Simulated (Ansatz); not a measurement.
## Exact exchange and the vertical energy of the triplet above the singlet of C3H6O (oxetane)

C3H6O: 10 atoms, total charge 0, spin state singlet. SMILES: `C1COC1`. The coordinates come from a PBE0-D4/def2-TZVP relaxation.

The vertical energy of the triplet above the singlet y, in eV, basis 6-31G(d); a is the functional's share of exact exchange. Programs: Ansatz 0.2.0.

| functional | program | a | y (eV) |
| --- | --- | --- | --- |
| BLYP | Ansatz | 0 | 6.86 |
| PBE | Ansatz | 0 | 6.77 |
| B3LYP | Ansatz | 0.2 | 7.18 |
| r2SCAN0 | Ansatz | 0.25 | 7.14 |
| PBE0 | Ansatz | 0.25 | ? |
| BHLYP | Ansatz | 0.5 | 7.50 |

Task: Fit y = c + s·a to the known rows and predict PBE0.

Result: 
1. Means of the 5 rows: a = 0.1900, y = 7.090.
2. Σ(Δa)² = 0.172, Σ(Δa·Δy) = 0.2355, so the slope is 0.2355/0.172 = 1.3692.
3. Intercept: 7.090 − (1.3692) × 0.1900 = 6.830. The largest residual of the fit is 0.076.
4. PBE0: 6.830 + (1.3692) × 0.25 = 7.17 eV.

The run gave 7.14 eV, so the prediction is off by +0.03 eV, within the scatter of the fit. The rows mix families of semi-local functionals, which the line can't see.
